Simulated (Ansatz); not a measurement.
The input, for Ansatz 0.2.0:

```yaml
crystal:
  periodic: [false, false, false]
  atoms:
    - {symbol: B, position_ang: [0.000000, -0.081404, 0.278188]}
    - {symbol: Al, position_ang: [0.000000, -0.029516, -1.597459]}
    - {symbol: H, position_ang: [0.000000, 0.110920, 1.319271]}
basis:
  gaussian: {orbitals: 6-31G}
magnetization: {spin_polarized: false, initial_magnetization: 1}
correlation: {method: bccd_t, electrons: outside_noble_gas}
```

```sh
$ ansatz run in.yaml --threads 1 --pin off --events-out ev --progress --plain --max-ram 2393MiB
```

Problem. Roughly how long does this take on 1 thread of Intel Xeon 6975P-C, shared host, and how much host memory?

Solution. 1.8 s wall and 0.08 GiB.

```
296 factors; integrals over basis functions are off by at most 1.9e-4 eV
mean field evaluation 1: about -7264.6857 eV, gradient 8.2e0 eV
mean field evaluation 2: about -7264.6866 eV, gradient 8.2e0 eV
mean field evaluation 4: about -7265.2308 eV, gradient 7.6e-1 eV
mean field evaluation 8: about -7265.2520 eV, gradient 1.1e-2 eV
mean field evaluation 16: about -7265.2297 eV, gradient 7.5e-1 eV
mean field evaluation 32: about -7265.2520 eV, gradient 2.1e-6 eV
mean field evaluation 64: about -7263.2224 eV, gradient 6.2e0 eV
mean field evaluation 96: about -7265.2518 eV, gradient 2.2e-2 eV
mean field evaluation 128: about -7265.2486 eV, gradient 4.1e-4 eV
mean field evaluation 160: about -7265.2485 eV, gradient 6.6e-2 eV
...
cycle  10  -2.33187139 eV  change    1.9e-5 eV  update   5.2e-5
cycle  11  -2.33187347 eV  change   -2.1e-6 eV  update   4.1e-5
cycle  12  -2.33187296 eV  change    5.0e-7 eV  update   3.6e-5
cycle  13  -2.33187349 eV  change   -5.2e-7 eV  update   3.4e-5
cycle  14  -2.33187474 eV  change   -1.3e-6 eV  update   3.5e-5
cycle  15  -2.33187654 eV  change   -1.8e-6 eV  update   3.3e-5
cycle  16  -2.33187346 eV  change    3.1e-6 eV  update   2.8e-5
cycle  17  -2.33187092 eV  change    2.5e-6 eV  update   1.9e-5
cycle  18  -2.33187487 eV  change   -3.9e-6 eV  update   1.1e-5
cycle  19  -2.33187859 eV  change   -3.7e-6 eV  update   6.4e-6
perturbative correction -0.05596043 eV, -0.0020565078 hartree
Total energy: -7267.63978963 eV, -267.0808360859 hartree
```

For the same geometry and basis full CI lies 37.1 meV lower.
